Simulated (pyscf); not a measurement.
Single points on ωB97X-D3(BJ)/def2-SVP structures (PySCF, gas phase).

**Question.** For the elementary gas-phase step H₃Si–AsH• (SMILES [SiH3][AsH]) + SiH₃• (SMILES [SiH3]) -> H₃Si–SiH₂–AsH• (SMILES [SiH3][SiH2][AsH]) + H• (SMILES [H]) (triplet surface; H–Si broken, Si–Si formed), what barrier and reaction energy does M06-2X/def2-TZVP give, measured from the separated reactants?

**Answer.** ΔE‡ = 0.82 eV, ΔE = +0.73 eV. ωB97M-D3(BJ)/def2-TZVP gives 0.78 eV and +0.68 eV. Zero-point energy shifts the barrier by -0.06 eV. It is a substitution at Si, with an imaginary mode of 481i cm⁻¹. On the reactant side the descent ends in an adduct with a Si–Si contact (not fully relaxed), 0.15 eV over the separated species and 0.39 eV under the saddle at ωB97X-D3(BJ)/def2-TZVP. What is counted as formed (Si–Si) is already present as a longer contact in the reactant adduct; forming that adduct is a step of its own. At ωB97X-D3(BJ) the barrier from the zero used here is 0.54 eV. The same reactants have a lower exit, to AsH [triplet] + H₃Si–SiH₃ (barrier +0.17 eV at ωB97M-D3(BJ), against +0.78 eV here). H₃Si–AsH• + SiH₃• also meet on a surface of lower spin, which isn't treated here. H₃Si–SiH₂–AsH• + H• also meet on a surface of lower spin, which isn't treated here. This is the saddle that the search found; another between the same sides may lie lower. The angle at the attacked Si is 58° (front-side attack). Elements up to Kr have no core potential and no relativistic terms here.
